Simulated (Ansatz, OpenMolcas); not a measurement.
Worked example: the enthalpy of formation of BH2O (SMILES B[O])

The species is BH2O (4 atoms), meant as a doublet with charge 0. As SMILES, `B[O]`. The coordinates come from a PBE0-D4/def2-TZVP relaxation.

Total energies at UPBE/def2-TZVPPD (OpenMolcas 26.06); the atoms run unrestricted:

| species | state | energy (Eh) |
| --- | --- | --- |
| BH2O | doublet | -101.161879 |
| B | doublet | -24.610148 |
| O | triplet | -75.010690 |
| H | doublet | -0.499616 |

Harmonic wavenumbers at UPBE0-D4/def2-TZVP, in cm⁻¹: 554, 908, 987, 1413, 2446, 2501.

Measured heats of formation of the gaseous atoms at 298.15 K, in kJ/mol: B 570.3, O 249.2, H 218.0. Spin-orbit lowering of the atoms at 298 K (mean of the ground term's levels less their thermal mean, from spectra), in kJ/mol: B 0.00, O 0.40. Take 1 Eh = 2625.50 kJ/mol, 1 cm⁻¹ = 0.0119627 kJ/mol, RT = 2.479 kJ/mol.

Problem. Work out the heat of formation of the gas at 298 K.

Solution. 
1. Electronic atomisation energy: (-24.610148) + (-75.010690) + 2 × (-0.499616) − (-101.161879) = 0.541809 Eh = 1422.5 kJ/mol.
2. Zero-point energy: half the sum of the wavenumbers, 4404.5 cm⁻¹ = 52.7 kJ/mol.
3. Thermal vibrational enthalpy, Σ hcν̃/(exp(hcν̃/kT) − 1): 0.7 kJ/mol. Translation, rotation and pV of a non-linear molecule: 4 RT = 9.9 kJ/mol.
4. The 4 free atoms carry 5/2 RT each: 24.8 kJ/mol.
5. Spin-orbit coupling lowers the free atoms by 0.00 + 0.40 = 0.4 kJ/mol.
6. Atomisation enthalpy at 298 K: 1422.5 − 0.4 − 52.7 − 0.7 − 9.9 + 24.8 = 1383.6 kJ/mol.
7. Sum of the atoms' heats of formation: 1255.5 kJ/mol. Heat of formation: 1255.5 − 1383.6 = -128.1 kJ/mol.

No measured value is set beside it here. Anharmonicity and any spin-orbit splitting of the molecule are left out.
